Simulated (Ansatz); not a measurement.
Rock-salt BaS was calculated with B3LYP (VWN-RPA form) (Ansatz, a quantum-chemistry and plane-wave program, plane waves, PAW).

Run with plane-wave cutoff 520 eV, 8×8×8 k mesh, scalar-relativistic PAW data made under PBE.

Computed at the level's own relaxed cell.

```yaml
crystal:
  lattice:
    - [0.00000, 3.24834, 3.24834]
    - [3.24834, 0.00000, 3.24834]
    - [3.24834, 3.24834, 0.00000]
  atoms:
    - { symbol: Ba, position: [0.00000, 0.00000, 0.00000] }
    - { symbol: S, position: [0.50000, 0.50000, 0.50000] }
```

### Question
Give the elastic tensor (Voigt notation, GPa, ions relaxed, in the Cartesian axes of the cell as printed).

### Answer

```
   85.8    18.3    18.3     0.0     0.0     0.0
   18.3    85.8    18.3     0.0     0.0     0.0
   18.3    18.3    85.8     0.0     0.0     0.0
    0.0     0.0     0.0    20.3     0.0     0.0
    0.0     0.0     0.0     0.0    20.3     0.0
    0.0     0.0     0.0     0.0     0.0    20.3
```
